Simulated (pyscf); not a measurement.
Single points on ωB97X-D3(BJ)/def2-SVP structures (PySCF, gas phase).

Question: For O=Ta(F)(F)–F + hydrogen fluoride (HF) → HO–Ta(F)(F)(F)–F, an addition across a multiple bond or ene-type step (singlet surface; F–H broken, H–O, F–Ta formed), PBE/def2-TZVP gives ΔE‡ = -0.26 eV and ΔE = -1.39 eV (zero: the separated reactants). In which direction and how far do B3LYP-D3(BJ)/def2-TZVP, PBE0-D3(BJ)/def2-TZVP, ωB97M-D3(BJ)/def2-TZVP move these?

Answer: B3LYP-D3(BJ): ΔE‡ = -0.18 eV, ΔE = -1.51 eV; PBE0-D3(BJ): ΔE‡ = -0.23 eV, ΔE = -1.51 eV; ωB97M-D3(BJ): ΔE‡ = -0.18 eV, ΔE = -1.52 eV. PBE's barrier lies under all of them, by 0.03 to 0.08 eV. Its reaction energy lies over all of them, by 0.12 to 0.13 eV. On the reactant side the descent ends in an adduct with a F–Ta contact, 0.47 eV under the separated species and 0.24 eV under the saddle at ωB97X-D3(BJ)/def2-TZVP. At PBE, B3LYP-D3(BJ), PBE0-D3(BJ), ωB97M-D3(BJ) the saddle lies under the separated reactants, which points to a path from their complex (located at ωB97X-D3(BJ) alone). What is counted as formed (F–Ta) is already present as a longer contact in the reactant adduct; forming that adduct is a step of its own. At the saddle there is also a short H–Ta contact that neither side keeps. This is the saddle that the search found; another between the same sides may lie lower. Elements past Kr carry the def2 core potentials, without spin-orbit coupling.
